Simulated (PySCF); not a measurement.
These are ωB97X-D3(BJ)/def2-TZVP // PBE0-D3(BJ)/def2-TZVP run with PySCF values and carry that method's errors. Gas-phase values, no solvent. Delta-SCF ions had no search for a lower state. Excitations are Tamm–Dancoff values on a coarser integration grid. The basis has no diffuse functions, so Rydberg states are missing or too high.

Reference species (SMILES): `[I][Al]([I])[I]` (neutral, multiplicity 1).

```json
{
  "S1 oscillator strength": "0.000",
  "vertical ionisation energy (Delta-SCF)": "10.01 eV",
  "T1 excitation (TDA)": "4.99 eV",
  "HOMO": "-9.99 eV"
}
```

Changed species: `[Cl][Al]([Cl])[Cl]` (0 of 3 Cl replaced by I; the reference has 3 of 3 Cl replaced by I).

Problem. Predict the effect on the S1 oscillator strength, vertical ionisation energy (Delta-SCF), T1 excitation (TDA) and HOMO.

Solution. the S1 oscillator strength hardly moves; the vertical ionisation energy (Delta-SCF) rises by 2.06 eV, to 12.07 eV; the T1 excitation (TDA) goes up by 2.04 eV, to 7.03 eV; the HOMO decreases by 1.88 eV, to -11.87 eV.
